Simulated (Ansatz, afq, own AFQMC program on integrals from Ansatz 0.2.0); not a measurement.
# Where AFQMC and coupled cluster stand for AlBH2, triplet

```xyz
4

B    -0.4585    0.0000    1.2786
Al    0.1614    0.0000   -0.5267
H    -0.0743    0.0000    2.3976
H     0.6715    0.0000   -2.0124
```

Connectivity, by distances: BH–AlH.

Basis cc-pVDZ. Noble-gas cores (and the filled d shells of Ga–Kr and In–Xe) are frozen. Ansatz 0.2.0 and our own AFQMC program on the same integrals; the CISD trial comes from CCSD amplitudes, and released means the phaseless constraint is let go. Free AFQMC starts from the CCSD state and is never constrained. Its projection time is finite, and what remains of the start isn't in its error. ± is one standard error of the sampling.

Determinant: UHF, the one that the program's search chose, which needn't be the lowest solution. The geometry is a point of a scan.

No full CI on the walks' own integrals is used here; CCSDT(Q) serves as the reference and is uncertain by about the last step of the cluster series.

Cautions: lower spins were not checked.

- T1 diagnostic: 0.0214
- weight of the determinant in the CISD state: 0.895
- ⟨S²⟩ of the determinant: 2.021
- size of the correlated space: 8 electrons in 36 orbitals

```tsv
level	correlation energy (eV)
MP2	-3.1916
CCSD	-4.0277
CCSD(T)	-4.1559
```

(1) Estimate where free-projection AFQMC lies against CCSD(T) on the same integrals.

(1) 36.3 ± 15.6 meV below CCSD(T).

Reference: CCSDT(Q), correlation energy -4.200 eV. The released energy is read at 2.40 1/Eh (meV from the phaseless value at times in 1/Eh: -10 ± 10 at 0.24, -3 ± 9 at 0.51, 0 ± 8 at 0.99, -13 ± 9 at 1.62, 5 ± 10 at 2.40).

```
         level  E − E(reference) (meV)  share of correlation (%)
       CCSD(T)                    44.3                     98.95
         CCSDT                     8.1                     99.81
   ph-AFQMC/HF            112.1 ± 41.9                     97.33
 ph-AFQMC/CISD               0.5 ± 8.6                     99.99
released AFQMC              5.1 ± 10.3                     99.88
    free AFQMC              7.9 ± 15.6                     99.81
```

Free projections are given only where their last times agree within the noise and don't stop above the reference; a slow remainder of the start can still hide under it. A walk keeps the symmetry of its determinant, which the program's search chose and which needn't be the lowest solution, so a lower state of the same spin and another symmetry isn't excluded. Released energies are given only where the last usable release times agree within the noise; a slower fall can still hide under it.
